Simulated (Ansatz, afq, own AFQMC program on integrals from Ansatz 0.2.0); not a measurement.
# H2Br, doublet in cc-pVTZ, levels against CCSDT(Q)

```yaml
atoms:
  - { symbol: Br, position_ang: [0.0000, 0.0000, -1.4990] }
  - { symbol: H, position_ang: [0.0000, 0.0000, 0.1950] }
  - { symbol: H, position_ang: [0.0000, 0.0000, 1.3040] }
```

Basis cc-pVTZ. Only valence electrons are correlated. AFQMC by an in-house program on the Cholesky factors that Ansatz 0.2.0 writes for its CCSD(T) run. ph-AFQMC/CISD is guided by a CISD state made of CCSD amplitudes; releasing the constraint for a short imaginary time cuts its bias at the price of noise, slowly where states lie close. Error bars are statistical, one sigma. No spin–orbit coupling.

Determinant: UHF, the one that the program's search chose, which needn't be the lowest solution. The geometry is a point of a scan.

No full CI on the walks' own integrals is used here; CCSDT(Q) serves as the reference and is uncertain by about the last step of the cluster series.

Cautions: no relativity below Rb; no spin-orbit coupling; inner d shell frozen; unrestricted determinant slightly spin contaminated (⟨S²⟩ 0.82 against 0.75).

* T1 diagnostic: 0.0201
* weight of the determinant in the CISD state: 0.899
* ⟨S²⟩ of the determinant: 0.825
* size of the correlated space: 9 electrons in 57 orbitals

Reference: CCSDT(Q), correlation energy -5.779 eV. The released energy is read at 2.40 1/Eh (meV from the phaseless value at times in 1/Eh: -5.5 ± 2.1 at 0.24, -7.4 ± 2.0 at 0.51, -8 ± 3 at 0.99, -8.6 ± 2.1 at 1.62, -11.6 ± 2.2 at 2.40).

| level | E − E(reference) (kcal/mol) | share of correlation (%) |
| --- | --- | --- |
| HF | 133.27 | 0.00 |
| MP2 | 21.85 | 83.60 |
| CCSD | 5.07 | 96.19 |
| CCSD(T) | 0.64 | 99.52 |
| CCSDT | 0.17 | 99.87 |
| ph-AFQMC/CISD | 0.22 ± 0.06 | 99.84 |
| released AFQMC | -0.05 ± 0.05 | 100.04 |

A walk keeps the symmetry of its determinant, which the program's search chose and which needn't be the lowest solution, so a lower state of the same spin and another symmetry isn't excluded. Released energies are given only where the last usable release times agree within the noise; a slower fall can still hide under it.
